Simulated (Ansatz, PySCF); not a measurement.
Potential energy surface of CH2, triplet: symmetric bend, bond length relaxed. Scanned: H-C-H angle. Other coordinates (C-H bond length) were minimised at PBE0/def2-TZVP.

- PBE = PySCF with unrestricted PBE/def2-TZVP
- PBE0 = PySCF 2.14.0 with unrestricted PBE0/def2-TZVP
- CCSD(T)/aug-cc-pVQZ = CCSD(T) on UHF/aug-cc-pVQZ, frozen core in Ansatz (a quantum-chemistry and plane-wave program)

Energies relative to the lowest point of each profile, in eV; the last columns give the difference from CCSD(T):

```json
[
 {"a / °": "180", "PBE": "0.183", "PBE0": "0.208", "CCSD(T)/aug-cc-pVQZ": "0.241", "PBE − CCSD(T)/aug-cc-pVQZ": "-0.057", "PBE0 − CCSD(T)/aug-cc-pVQZ": "-0.033"},
 {"a / °": "169.60", "PBE": "0.161", "PBE0": "0.183", "CCSD(T)/aug-cc-pVQZ": "0.213", "PBE − CCSD(T)/aug-cc-pVQZ": "-0.051", "PBE0 − CCSD(T)/aug-cc-pVQZ": "-0.029"},
 {"a / °": "161.60", "PBE": "0.120", "PBE0": "0.137", "CCSD(T)/aug-cc-pVQZ": "0.160", "PBE − CCSD(T)/aug-cc-pVQZ": "-0.040", "PBE0 − CCSD(T)/aug-cc-pVQZ": "-0.023"},
 {"a / °": "153.60", "PBE": "0.070", "PBE0": "0.080", "CCSD(T)/aug-cc-pVQZ": "0.095", "PBE − CCSD(T)/aug-cc-pVQZ": "-0.026", "PBE0 − CCSD(T)/aug-cc-pVQZ": "-0.015"},
 {"a / °": "145.60", "PBE": "0.025", "PBE0": "0.029", "CCSD(T)/aug-cc-pVQZ": "0.036", "PBE − CCSD(T)/aug-cc-pVQZ": "-0.012", "PBE0 − CCSD(T)/aug-cc-pVQZ": "-0.007"},
 {"a / °": "137.60", "PBE": "0.000", "PBE0": "0.000", "CCSD(T)/aug-cc-pVQZ": "0.000", "PBE − CCSD(T)/aug-cc-pVQZ": "0.000", "PBE0 − CCSD(T)/aug-cc-pVQZ": "0.000"},
 {"a / °": "129.60", "PBE": "0.010", "PBE0": "0.007", "CCSD(T)/aug-cc-pVQZ": "0.001", "PBE − CCSD(T)/aug-cc-pVQZ": "0.009", "PBE0 − CCSD(T)/aug-cc-pVQZ": "0.006"},
 {"a / °": "121.60", "PBE": "0.066", "PBE0": "0.063", "CCSD(T)/aug-cc-pVQZ": "0.052", "PBE − CCSD(T)/aug-cc-pVQZ": "0.014", "PBE0 − CCSD(T)/aug-cc-pVQZ": "0.011"},
 {"a / °": "113.60", "PBE": "0.179", "PBE0": "0.178", "CCSD(T)/aug-cc-pVQZ": "0.164", "PBE − CCSD(T)/aug-cc-pVQZ": "0.015", "PBE0 − CCSD(T)/aug-cc-pVQZ": "0.014"},
 {"a / °": "105.60", "PBE": "0.357", "PBE0": "0.361", "CCSD(T)/aug-cc-pVQZ": "0.345", "PBE − CCSD(T)/aug-cc-pVQZ": "0.012", "PBE0 − CCSD(T)/aug-cc-pVQZ": "0.017"},
 {"a / °": "97.60", "PBE": "0.610", "PBE0": "0.622", "CCSD(T)/aug-cc-pVQZ": "0.604", "PBE − CCSD(T)/aug-cc-pVQZ": "0.006", "PBE0 − CCSD(T)/aug-cc-pVQZ": "0.018"},
 {"a / °": "89.60", "PBE": "0.944", "PBE0": "0.968", "CCSD(T)/aug-cc-pVQZ": "0.949", "PBE − CCSD(T)/aug-cc-pVQZ": "-0.004", "PBE0 − CCSD(T)/aug-cc-pVQZ": "0.019"},
 {"a / °": "81.60", "PBE": "1.369", "PBE0": "1.406", "CCSD(T)/aug-cc-pVQZ": "1.387", "PBE − CCSD(T)/aug-cc-pVQZ": "-0.018", "PBE0 − CCSD(T)/aug-cc-pVQZ": "0.019"},
 {"a / °": "73.60", "PBE": "1.890", "PBE0": "—", "CCSD(T)/aug-cc-pVQZ": "1.927", "PBE − CCSD(T)/aug-cc-pVQZ": "-0.037", "PBE0 − CCSD(T)/aug-cc-pVQZ": "—"},
 {"a / °": "65.60", "PBE": "2.518", "PBE0": "—", "CCSD(T)/aug-cc-pVQZ": "2.577", "PBE − CCSD(T)/aug-cc-pVQZ": "-0.060", "PBE0 − CCSD(T)/aug-cc-pVQZ": "—"}
]
```

PBE is furthest from CCSD(T)/aug-cc-pVQZ at 65.60 (-0.060 eV, below); its mean absolute difference over the points is 0.024 eV.

PBE0 is furthest from CCSD(T)/aug-cc-pVQZ at 180 (-0.033 eV, below); its mean absolute difference over the points is 0.016 eV.

Dashes: no converged value, or the column stops at the first point that the program doubted or that broke a chosen test of continuity, which isn't proof of a fault.

The scan ran from 180.0 to 60.0; beyond the range shown the relaxed coordinates jump or full CI changes its symmetry label.
